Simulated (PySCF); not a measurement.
# Shapes and spin states of [Si3]+

All numbers come from PySCF, PBE0, basis Si def2-TZVP (no relativity, density fitting).

Relaxations began from a few typed shapes and spin states; open shells are unrestricted. The search is not exhaustive: other isomers or separated fragments can lie lower, and high-lying points may rest on an excited occupation.

```csv
spin,group,bonds,angles,imaginary modes (cm⁻¹),ΔE (kJ/mol),ΔE with ZPE (kJ/mol)
doublet (⟨S²⟩ 1.38),C2v,"Si–Si 2.243 Å (×2), Si–Si 2.420 Å","Si–Si–Si 57.4° (×2), Si–Si–Si 65.3°",none,0.0,0.0
quartet,D3h,Si–Si 2.295 Å (×3),Si–Si–Si 60.0° (×3),none,3.2,4.8
doublet,C2v,Si–Si 2.264 Å (×2),Si–Si–Si 89.4°,none,46.5,47.1
quartet,D∞h,Si–Si 2.336 Å (×2),Si–Si–Si 180.0°,none,122.6,121.5
```

The lowest minimum found is the doublet (⟨S²⟩ 1.38) C2v: Si–Si 2.243 Å (×2), Si–Si 2.420 Å; Si–Si–Si 57.4° (×2), Si–Si–Si 65.3°.

For the lowest minimum: the determinant is spin-contaminated (⟨S²⟩ = 1.38, pure value 0.75).

The electron or spin density has lower symmetry than the nuclear frame for the quartet D∞h at 122.6 kJ/mol.
